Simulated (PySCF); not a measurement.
Species: nitric acid, HNO₃.
Atom-mapped SMILES: `[O:1]=[N+:2]([O-:3])[OH:4]` (hydrogens: H5 on O4)

Geometry (PBE0-D3(BJ)/def2-SVP, Å), atoms numbered from 1 in this order:
```xyz
5
HNO3 angstrom
O      0.0051    0.7550   -1.0335
N     -0.0979   -0.2366   -0.3650
O     -0.3809   -1.3443   -0.6817
O      0.1478   -0.0770    0.9807
H      0.3578    0.8684    1.0647
```

Computed with core-valence-separated Tamm–Dancoff BHandHLYP/aug-pcX-1 (pcseg-1 on H) in PySCF, non-relativistic, gas phase, PBE0-D3(BJ)/def2-SVP geometry. BHandHLYP without relativity tends to put these K edges a few eV too low, so spacings mean more than positions.

(1) List the oxygen K-edge absorption lines.

(2) Give energies, oscillator strengths and core holes at the N K edge.

## Answers

(1) 
```csv
E (eV),f,core hole on,main final orbital,polarisation
529.53,0.0437,O3,LUMO (95 %),out of plane
529.75,0.0391,O1,LUMO (95 %),out of plane
532.99,0.0679,O4,LUMO+5 (45 %),in plane
533.17,0.0115,O4,LUMO (97 %),out of plane
534.39,0.0232,O4,LUMO+1 (74 %),in plane
534.65,0.0122,O1,LUMO+1 (75 %),in plane
534.88,0.0167,O3,LUMO+1 (66 %),in plane
535.72,0.0290,O1,spread,in plane
536.46,0.0125,O3,LUMO+2 (58 %),in plane
536.56,0.0056,O1,LUMO+2 (66 %),in plane
536.98,0.0034,O3,spread,in plane
537.09,0.0058,O1,LUMO+4 (83 %),out of plane
537.35,0.0046,O3,LUMO+4 (81 %),out of plane
537.43,0.0096,O3,LUMO+3 (74 %),in plane
537.54,0.0022,O1,LUMO+3 (47 %),in plane
```

The first line with a tenth or more of the strongest one's intensity is at 529.53 eV (f = 0.044), with the hole on O3 (oxygen bonded to N), polarised out of plane: a 1s→π* resonance. The strongest listed is at 532.99 eV (f = 0.068; O4).

(2) 
```
E (eV)       f  core hole on  main final orbital  polarisation
401.99  0.0838            N2         LUMO (97 %)  out of plane
406.81  0.0669            N2       LUMO+5 (38 %)      in plane
409.62  0.0088            N2       LUMO+1 (74 %)      in plane
411.00  0.0046            N2       LUMO+2 (77 %)      in plane
411.69  0.0003            N2       LUMO+4 (99 %)             –
411.90  0.0038            N2       LUMO+3 (84 %)      in plane
412.49  0.0155            N2       LUMO+6 (50 %)      in plane
```

The first line with a tenth or more of the strongest one's intensity is at 401.99 eV (f = 0.084), with the hole on N2 (nitrogen bonded to 3 O), polarised out of plane: a 1s→π* resonance. It is also the strongest listed.

Roots within 0.03 eV whose holes lie on the same, on equivalent or on shared atoms are summed into one line, and the highest roots are left out, as the search may have cut off their partners. Final orbitals are the ground state's empty Kohn–Sham orbitals. A dash: too weak, shared between unlike atoms, or no plane or axis to refer to.

**Question.** What length of transition dipole belongs to the line at 535.72 eV?

**Answer.** From f = (2/3) ΔE |μ|² in atomic units, with ΔE = 19.687 Eh and f = 0.0290: |μ| = 0.047 au = 0.12 D.

The ionisation thresholds weren't computed; near and above them a finite basis only mimics Rydberg series and continuum.

One conformer stands for the species.
